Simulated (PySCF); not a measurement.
Several orderings of computed values.

Each SMILES stands for a single optimised conformer of the isolated species, non-relativistic unless stated. Electronic properties by PySCF.

The conformers computed, where there is a choice (atom-mapped SMILES and torsion angles):
- `[CH3:1][C:2]#[N+:3][CH2:4][CH2:5][O:6][CH3:7]`: N3–C4–C5–O6 -56°, C4–C5–O6–C7 -171°
- `[CH3:1][O:2][c:3]1[cH:4][cH:5][cH:6][cH:7][cH:8]1`: C1–O2–C3–C4 180°
- `[CH2:1]=[C:2]([CH2:3][F:4])[c:5]1[cH:6][o:7][cH:8][n:9]1`: C1–C2–C3–F4 0°, C1–C2–C5–C6 0°
- `[CH2:1]=[CH:2][C:3](=[CH2:4])[C:5](=[CH2:6])[O:7][SiH3:8]`: C1–C2–C3–C4 -157°, C2–C3–C5–C6 39°, C3–C5–O7–Si8 -174°
- `[O:1]=[CH:2]/[CH:3]=[CH:4]\[CH:5]([Cl:6])[Cl:7]`: O1–C2–C3–C4 0°, C3–C4–C5–Cl6 -121°
- `[CH3:1][S:2][C:3]([F:4])([F:5])[F:6]`: C1–S2–C3–F4 60°

The conformers of `N#C[C@@H]1C=C(F)OCC1` and `CC#C[C@H]1CO[SiH2]C1` aren't listed.

(1) Rank by electronic spatial extent ⟨r²⟩ about the centre of nuclear charge, highest first (CAM-B3LYP/def2-SVPD at GFN2-xTB geometries).
A. `CC#C[C@@H]1[SiH2]O[C@@H]1C`
B. `C=CC(=C)C(=C)O[SiH3]`
C. `n1c(coc1)C(=C)CF`
D. `COc1ccccc1`
E. `CC#[N+]CCOC`

(2) Give the two extremes of that set in Å².

(3) Rank by HOMO–LUMO gap, lowest first (CAM-B3LYP/def2-SVPD at GFN2-xTB geometries).
A. `CC#C[C@@H]1[SiH2]O[C@@H]1C`
B. `O=C/C=C\C(Cl)Cl`
C. `C(#[N+]CCOC)C`
D. `CSC(F)(F)F`
E. `C=C(CF)c1cocn1`
F. `COc1ccccc1`
G. `N#C[C@@H]1C=C(F)OCC1`

(4) Rank by HOMO energy, highest first (CAM-B3LYP/def2-SVPD at GFN2-xTB geometries).
A. `N#C[C@@H]1C=C(F)OCC1`
B. `COc1ccccc1`
C. `CC#C[C@H]1CO[SiH2]C1`
D. `O=C/C=C\C(Cl)Cl`
E. `CC#[N+]CCOC`
F. `C=C(CF)C1=COC=N1`
G. `C(F)(SC)(F)F`

(5) Rank by dipole moment, highest first (CAM-B3LYP/def2-SVPD at GFN2-xTB geometries).
A. `C=C(CF)c1cocn1`
B. `CSC(F)(F)F`
C. `ClC(/C=C\C=O)Cl`
D. `CC#C[C@@H]1[SiH2]O[C@@H]1C`

(6) By how much do the two ends of that ranking differ?

(7) Rank by lowest singlet excitation, lowest first (TDDFT CAM-B3LYP/def2-SVPD at GFN2-xTB geometries).
A. `O=C/C=C\C(Cl)Cl`
B. `COc1ccccc1`
C. `CC#C[C@@H]1[SiH2]O[C@@H]1C`
D. `CC#[N+]CCOC`
E. `N#C[C@@H]1C=C(F)OCC1`

(8) Rank by static isotropic polarisability, lowest first (CAM-B3LYP/def2-SVPD at GFN2-xTB geometries).
A. `COC1=CC=CC=C1`
B. `C=CC(=C)C(=C)O[SiH3]`
C. `N#C[C@@H]1C=C(F)OCC1`
D. `CSC(F)(F)F`
E. `C=C(CF)c1cocn1`
F. `CC#C[C@@H]1[SiH2]O[C@@H]1C`
G. `O=C/C=C\C(Cl)Cl`
H. `CC#[N+]CCOC`

## Answers

(1) B (1425 bohr²), A (1404 bohr²), C (1290 bohr²), E (1054 bohr²), D (975 bohr²).

(2) `COc1ccccc1`: 273 Å²; `C=CC(=C)C(=C)O[SiH3]`: 399 Å².

(3) B (7.84 eV), E (8.06 eV), C (8.42 eV), F (8.55 eV), A (8.73 eV), G (9.50 eV), D (9.64 eV).

(4) B (-7.68 eV), F (-8.07 eV), C (-8.56 eV), A (-8.68 eV), G (-8.97 eV), D (-9.49 eV), E (-12.95 eV).

(5) C (3.29 D), A (2.66 D), B (2.35 D), D (1.52 D).

(6) By 1.77 D, between `O=C/C=C\C(Cl)Cl` and `CC#C[C@@H]1[SiH2]O[C@@H]1C`.

(7) A (3.51 eV), B (5.26 eV), D (5.66 eV), C (5.82 eV), E (6.55 eV).

(8) D (48.8 au), H (68.2 au), C (73.0 au), E (78.7 au), G (81.3 au), A (84.4 au), F (96.4 au), B (103.1 au).
